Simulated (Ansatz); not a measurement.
Mulliken charges of BH$_{3}$S$_{2}$, SMILES `SBS` from PBE/def2-TZVPP in Ansatz (PBE0-D4/def2-TZVP geometry).

```json
{"atom": "S1", "x (Å)": "-0.820", "y (Å)": "-0.605", "z (Å)": "-1.517", "charge (e)": "-0.142"}
{"atom": "B2", "x (Å)": "0.091", "y (Å)": "-0.454", "z (Å)": "0.009", "charge (e)": "0.041"}
{"atom": "S3", "x (Å)": "0.333", "y (Å)": "1.115", "z (Å)": "0.830", "charge (e)": "-0.150"}
{"atom": "H4", "x (Å)": "-1.146", "y (Å)": "0.688", "z (Å)": "-1.695", "charge (e)": "0.103"}
{"atom": "H5", "x (Å)": "0.536", "y (Å)": "-1.462", "z (Å)": "0.458", "charge (e)": "0.030"}
{"atom": "H6", "x (Å)": "1.048", "y (Å)": "0.654", "z (Å)": "1.869", "charge (e)": "0.119"}
```

**Question.** By hand: the dipole of these point charges (1 e Å = 4.8032 D).

**Answer.** Σ q r = (0.093, 0.005, 0.153) e Å, of length 0.179 e Å = 0.86 D.

**Question.** How does the dipole of the full density compare? (An estimate is asked.)

**Answer.** Computed: (0.053, 0.093, 0.112) e Å, 0.74 D; the point charges give 1.16 times that, at 36° from its direction.

Point charges leave out the atoms' own dipoles, such as those of lone pairs, and Mulliken's split depends on the basis, so the two needn't agree.
